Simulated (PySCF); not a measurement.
Does the answer move with the share of exact exchange?

C3H6F2O.
InChI=1S/C3H6F2O/c1-6-3(5)2-4/h3H,2H2,1H3/t3-/m0/s1

Torsions of this conformer, `[CH3:1][O:2][C@H:3]([F:4])[CH2:5][F:6]`: C1–O2–C3–F4 -72°, O2–C3–C5–F6 -69°.

PySCF, def2-SVPD basis, density fitting, gas phase, PBE0-D3(BJ)/def2-SVP geometry; singlet excitations by full TDDFT with frozen cores and triplets by Tamm–Dancoff TDDFT. One functional is left out:

```
functional  exact exchange (%)  HOMO energy (eV)  LUMO energy (eV)  lowest singlet excitation (eV)  lowest triplet excitation (eV)  dipole moment (D)  mean polarisability (au)
       LDA                   0             -7.21             -0.05                            7.28                            7.07              1.283                      48.5
       PBE                   0             -7.08              0.07                            7.22                            7.02              1.231                      48.0
      PBE0                  25             -8.70              0.78                            8.21                            7.98              1.287                      45.5
 BHandHLYP                  50            -10.31              1.21                            8.95                            8.68              1.359                      43.8
```

Problem. Predict the row of B3LYP (20 % exact exchange) by straight lines through the other rows, and check it.

Solution. 
```csv
property,line,computed,computed − line,"PBE0 (25 %), for comparison"
HOMO energy (eV),-8.40,-8.46,-0.06,-8.70
LUMO energy (eV),0.53,0.46,-0.07,0.78
lowest singlet excitation (eV),7.96,7.94,-0.02,8.21
lowest triplet excitation (eV),7.73,7.75,+0.02,7.98
dipole moment (D),1.292,1.298,+0.006,1.287
mean polarisability (au),46.3,46.0,-0.3,45.5
```

Problem. Which of these properties follows the share of exact exchange most closely, and which least?

Solution. Most closely the HOMO energy, least the dipole moment; the correlations over the tabulated rows are HOMO energy -0.999, lowest singlet excitation 0.997, lowest triplet excitation 0.997, mean polarisability -0.989, LUMO energy 0.987, dipole moment 0.894. The HOMO energy moves by -0.632 eV for every 10 %. Functionals with the same share still differ in their other parts: at 0 % LDA and PBE differ by 0.13 eV in it.
